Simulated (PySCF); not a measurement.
**How well do the runs reproduce experiment for 1-butyne?**

**The experiment to reproduce.**

From NIST CCCBDB Release 22 (SRD 101), experimental dipoles, for the gas: dipole moment 0.782 D.

The runs below try to reproduce these values; the comparison stands at the end.

1-butyne, C4H6.
Atom-mapped SMILES: `[CH:1]#[C:2][CH2:3][CH3:4]` (hydrogens: H5 on C1; H6, H7 on C3; H8, H9, H10 on C4)

Cartesian coordinates in Å at the PBE0-D3(BJ)/def2-SVP level; atoms count from 1:
```
atom  x, y, z in Å
C1     2.2980    0.0452    0.1848
C2     1.1283   -0.2692    0.1828
C3    -0.2867   -0.6214    0.1715
C4    -1.1940    0.5256   -0.2695
H5     3.3368    0.3178    0.1886
H6    -0.5742   -0.9634    1.1806
H7    -0.4292   -1.4918   -0.4918
H8    -2.2476    0.2096   -0.2607
H9    -0.9426    0.8573   -1.2875
H10   -1.0887    1.3909    0.4012
```

The PySCF runs (gas phase, on this PBE0-D3(BJ)/def2-SVP geometry; no spin–orbit coupling):

```
                             level                                                                      job  basis functions  wall time
PBE0-D3(BJ)/def2-SVP, grid level 1                              geometry optimisation from an MMFF94s start               86       22 s
                       B3LYP/pcJ-1  spin–spin couplings from 10 perturbed nuclei, spin–dipole term left out              168       24 s
```

Hardware: an Arm Neoverse N1 with one thread, no GPU, on a shared host.

**Comparison with experiment**

**Dipole moment.** Measured: 0.782 D (NIST CCCBDB Release 22 (SRD 101), experimental dipoles).

| level | computed (D) | computed − measured (D) | % (from the printed values) |
| --- | --- | --- | --- |
| PBE0-D3(BJ)/def2-SVP | 0.767 | -0.015 | -2 |
| B3LYP/pcJ-1 | 0.770 | -0.012 | -2 |

The computed dipoles belong to one fixed geometry; measured ones are averaged over vibrations unless marked μe. Magnitudes are compared, not signs.

The geometry is computed, not the measured one. Where a level misses, the cause wasn't examined.
